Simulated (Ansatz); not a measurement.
This geometry of H5OPSi (8 atoms, charge 0, multiplicity 1) is a first-order saddle point.

Level of theory: RKS BLYP/def2-SVP (Ansatz).

```xyz
8
Properties=species:S:1:pos:R:3
O -0.763 0.565 -1.705
P -0.860 0.924 -0.030
Si 0.585 -0.717 0.787
H -1.683 0.508 -2.029
H 0.154 1.954 0.023
H 1.901 -0.161 1.255
H 0.820 -1.717 -0.306
H -0.062 -1.414 1.951
```

Problem. Which two structures does it join? (They come from a converged band through this point; their orientation in space is the band's.)

Solution. No bond is made or broken. The dihedral O1–P2–Si3–H6 goes from 167 to 46°. The two ends are copies of one structure, up to a mirror image or an exchange of like atoms.

Image 0:

```xyz
8
Properties=species:S:1:pos:R:3
O -1.114 0.284 -1.533
P -0.430 1.163 -0.225
Si 0.564 -0.623 0.849
H -2.044 0.575 -1.613
H 0.809 1.572 -0.854
H 1.509 -0.090 1.891
H 1.309 -1.518 -0.097
H -0.511 -1.421 1.526
```

Image 6:

```xyz
8
Properties=species:S:1:pos:R:3
O -0.374 0.706 -1.747
P -1.049 0.671 -0.167
Si 0.519 -0.720 0.800
H -1.107 0.545 -2.373
H -0.432 1.867 0.367
H 1.926 -0.337 0.445
H 0.265 -2.121 0.326
H 0.343 -0.669 2.293
```

Problem. How far does it lie above each of them?

Solution. 0.092 eV above the first and 0.092 eV above the second. This is the barrier of this one path; another mechanism may lie lower.

Time of the run: 5.4 min on 1 thread of Intel(R) Xeon(R) Platinum 8259CL CPU @ 2.50GHz (Skylake/Cascade Lake) (shared host), peak memory 0.25 GiB.
